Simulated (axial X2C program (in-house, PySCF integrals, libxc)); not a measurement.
## Low determinants of AlF⁻ at the PBE0 level, two-component

Calculated with an axial X2C code built on PySCF integrals. Two-component (2c) means X2C with spin–orbit coupling and atomic mean-field two-electron Coulomb and Gaunt terms. Basis: Al dyall-av3z [9s9p3d2f], F dyall-av3z [7s6p3d2f] (cores contracted in-house); Gaussian nuclei, density fitting, unrestricted open shells. Masses: Al 26.982 u, F 18.998 u.

Search at 1.718 Å (vertical energies from the lowest determinant):

| ΔE (eV) | state | electrons beyond evenly filled partner blocks | electrons in ±ω = 1/2, 3/2, 5/2, 7/2 |
| --- | --- | --- | --- |
| 0.00 | Ω = 1/2 | ω = 1/2 | 19 4 0 0 |
| 0.00 | Ω = 3/2 | ω = 3/2 | 18 5 0 0 |
| 2.35 | Ω = 5/2 | ω = 5/2 | 18 4 1 0 |
| 3.46 | Ω = 5/2 | 2 × ω = 1/2, ω = 3/2 | 18 5 0 0 |
| 3.67 | Ω = 1/2 | 2 × ω = -1/2, ω = 3/2 | 18 5 0 0 |
| 4.74 | Ω = 3/2 | 3 × ω = 1/2 | 19 4 0 0 |
| 6.27 | Ω = 3/2 | 2 × ω = -1/2, ω = 5/2 | 18 4 1 0 |

Lowest determinant, Ω = 1/2 (⟨Sz⟩ = -0.50, ⟨Lz⟩ = 1.00 at PBE0): Re = 1.712 Å, ωe = 677.7 cm⁻¹.

The determinant in row 2 of the search, Ω = 3/2 (⟨Sz⟩ = 0.50, ⟨Lz⟩ = 1.00 at PBE0), was followed along the bond at PBE0; measured from the minimum of the lowest determinant it gives:

Te = 0.004 eV (35 cm⁻¹), Re = 1.712 Å, ωe = 678.3 cm⁻¹.

Task: Compare the bond of the determinant in row 2 with that of the lowest one.

Result: At PBE0 its Re is the same within 0.001 Å and its force constant, which goes as ωe², is 1.00 times that of the lowest determinant. T0 ≈ Te + Δωe/2 = 35 + (0) = 35 cm⁻¹.

The search compares states at one distance, so a state with another bond length can lie lower; it is not exhaustive and yields mostly the lowest determinant of each block pattern, so other components and higher states of one pattern are missing. These are energies of single determinants, not of spin-adapted states; PBE0 term energies can be off by some tenths of an eV, and the functional has no current term. The lowest determinant need not be the ground state where others lie within half an eV. For an anion, determinants above electron detachment are held by the basis set. Row 1 has a positive highest level at its minimum. Row 2 has a positive highest level at its minimum.
